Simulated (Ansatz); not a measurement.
Voigt–Reuss–Hill shear modulus (GPa) of solids drawn from the class of tetrahedrally bonded semiconductors and semimetals, at two levels: PBE (Ansatz, a quantum-chemistry and plane-wave program, PAW), and r²SCAN0 (plane waves, PAW; Ansatz).

```
solid                                PBE  r²SCAN0  shift (%)
----------------------------------  ----  -------  ---------
zinc-blende InP                     31.3     37.6        +20
3C-SiC                               186      212      +14.0
zinc-blende AlN (metastable phase)   120      138      +15.0
zinc-blende BP                       162      182      +12.3
cubic BN                             381      425      +11.5
zinc-blende ZnSe                    27.3     30.9      +13.2
zinc-blende GaAs                    40.7     51.9        +28
zinc-blende ZnS                     33.3     36.2       +8.7
zinc-blende BAs                      126      146      +15.9
wurtzite ZnO                        41.5     46.9      +13.0
```

The shifts run from +8.7 % to +28 %, with a median of +13.6 %.

Of 10 rows, r²SCAN0 is the larger in 10 and the smaller in 0.

Ansatz's runs of these crystals have no spin polarisation.

Spin–orbit coupling is left out, also for the solids with elements from indium on (zinc-blende InP); its size isn't shown.

Each level is taken at its own relaxed cell. Ansatz's density-functional and Hartree–Fock values are scalar-relativistic unless marked +SOC, with PAW data made under PBE.
